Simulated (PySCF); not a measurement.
Ligands exchanged one at a time, Si F-OH. All species are isolated molecules in the gas phase. One relaxed conformer stands for each flexible species; it need not be the lowest. Strings in code marks are SMILES.

Calculation: PBE-D3(BJ)/def2-TZVP // B3LYP-D3(BJ)/def2-TZVP (PySCF). Excitations are Tamm–Dancoff values on a coarser integration grid. The basis has no diffuse functions, so Rydberg states are missing or too high.

| species | S1 excitation (TDA) (eV) | S1 oscillator strength | S1–T1 gap (TDA) (eV) | HOMO–LUMO gap (eV) |
|---|---|---|---|---|
| 0 of 4 F replaced by OH (`F[Si](F)(F)F`) | 10.10 | 0.000 | – | (withheld) |
| 1 of 4 F replaced by OH | 8.24 | 0.027 | 0.47 | 8.02 |
| 2 of 4 F replaced by OH | (withheld) | 0.002 | (withheld) | (withheld) |
| 3 of 4 F replaced by OH (`O[Si](O)(F)O`) | 7.45 | 0.007 | 0.23 | 7.36 |
| 4 of 4 F replaced by OH (`O[Si](O)(O)O`) | 6.96 | 0.005 | 0.20 | 6.88 |

Problem. Some entries are withheld; supply them.

Solution. 
- 0 of 4 F replaced by OH (`F[Si](F)(F)F`), HOMO–LUMO gap (eV): 9.98
- 2 of 4 F replaced by OH, S1 excitation (TDA) (eV): 7.74
- 2 of 4 F replaced by OH, S1–T1 gap (TDA) (eV): 0.30
- 2 of 4 F replaced by OH, HOMO–LUMO gap (eV): 7.61
